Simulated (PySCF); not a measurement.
**MgF: energy against distance**

Set-up: PySCF, no relativity, basis sets Mg 3-21G, F 3-21G. Energies in eV from Mg + F in their ground configurations at the same level. State: ²Σ⁺ (doublet), unpaired electrons σ ↑.

| R (Å) | TPSSh | UHF-MP2 | r²SCAN | UHF-SCS-MP2 |
| --- | --- | --- | --- | --- |
| 1.505 | -3.025 | -2.605 | -3.282 | -2.431 |
| 1.575 | -3.617 | -3.204 | -3.879 | -3.028 |
| 1.645 | -3.945 | -3.529 | -4.208 | -3.351 |
| 1.698 | -4.065 | -3.643 | -4.327 | -3.463 |
| 1.750 | -4.107 | -3.674 | -4.365 | -3.493 |
| 1.802 | -4.088 | -3.642 | -4.343 | -3.460 |
| 1.873 | -3.994 | -3.526 | -4.242 | -3.343 |
| 1.960 | -3.799 | -3.297 | -4.039 | -3.115 |
| 2.065 | -3.494 | -2.945 | -3.724 | -2.765 |
| 2.205 | -3.028 | -2.406 | -3.244 | -2.229 |

Task: Put a parabola through the three lowest points of the TPSSh curve and estimate Re, k and ωe (reduced mass 10.6 u; 1 eV/Å² = 0.16022 mdyn/Å; ωe = 1302.8·√(k/μ) cm⁻¹).

Result: Through R = 1.698, 1.75, 1.802 Å the second-order coefficient is 11.3 eV/Å², so Re ≈ 1.760 Å, k ≈ 3.61 mdyn/Å and ωe ≈ 761 cm⁻¹. A polynomial fit of higher order to the unrounded TPSSh energies gives Re = 1.758 Å, k = 3.34 mdyn/Å, ωe = 732 cm⁻¹; anharmonicity and rounding make the difference.

The higher-order fit for each curve: TPSSh: Re = 1.758 Å, ωe = 732 cm⁻¹, De = 4.11 eV; UHF-MP2: Re = 1.747 Å, ωe = 771 cm⁻¹, De = 3.67 eV; r²SCAN: Re = 1.754 Å, ωe = 743 cm⁻¹, De = 4.37 eV; UHF-SCS-MP2: Re = 1.747 Å, ωe = 771 cm⁻¹, De = 3.49 eV.

Correlated steps freeze 2 core orbitals. 3-21G is very small, so such numbers show the basis as much as the molecule. The state is the lowest determinant that a PBE0 search found; another state may lie lower at other levels.
